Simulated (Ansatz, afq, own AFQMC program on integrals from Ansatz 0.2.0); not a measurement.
SiO, singlet in 6-31G, levels against full CI

```xyz
2

Si    0.0000    0.0000    0.0000
O     0.0000    0.0000    1.5088
```

Basis 6-31G. Only valence electrons are correlated. Integrals, coupled cluster, full CI and functionals: Ansatz 0.2.0; the random walks run on the same integrals in our own AFQMC program. The CISD trial takes its coefficients from CCSD amplitudes. Released means that phaseless walkers are propagated on without the constraint, phases kept. ± is one standard error of the sampling.

Determinant: RHF, the one that the program's search chose, which needn't be the lowest solution. The geometry is a PBE0/def2-TZVP stationary point of this or a neighbouring charge and spin state.

Full CI on the same integrals is exact in this basis and with this determinant's frozen core.

Cautions: raised T1 diagnostic (T1 0.033, weight of the determinant 0.89, largest double 0.08).

```
T1 diagnostic                               : 0.0326
weight of the determinant in the CISD state : 0.893
size of the correlated space                : 10 electrons in 16 orbitals
```

```csv
level,correlation energy (eV)
MP2,-5.4403
CCSD,-5.2096
CCSD(T),-5.4649
```

Problem. Estimate where phaseless AFQMC with the Hartree–Fock trial lies against CCSD(T) on the same integrals.

Solution. 5.51 ± 1.61 mEh below CCSD(T).

Reference: full CI, correlation energy -5.503 eV. The released energy is read at 2.40 1/Eh (meV from the phaseless value at times in 1/Eh: -8 ± 3 at 0.24, -17 ± 4 at 0.51, -22 ± 3 at 0.99, -21 ± 4 at 1.62, -23 ± 5 at 2.40).

| level | E − E(reference) (mEh) | share of correlation (%) |
| --- | --- | --- |
| CCSD(T) | 1.41 | 99.30 |
| CCSDT | 1.06 | 99.47 |
| CCSDT(Q) | -0.26 | 100.13 |
| CCSDTQ | -0.06 | 100.03 |
| ph-AFQMC/HF | -4.10 ± 1.61 | 102.03 |
| ph-AFQMC/CISD | 1.06 ± 0.18 | 99.48 |
| released AFQMC | 0.21 ± 0.18 | 99.90 |

CCSDT and higher add their correlation energy to the determinant of the CCSD(T) run, since their own runs factorise the integrals more tightly (a shift of under 2 meV). A walk keeps the symmetry of its determinant, which the program's search chose and which needn't be the lowest solution, so a lower state of the same spin and another symmetry isn't excluded. Released energies are given only where the last usable release times agree within the noise; a slower fall can still hide under it.
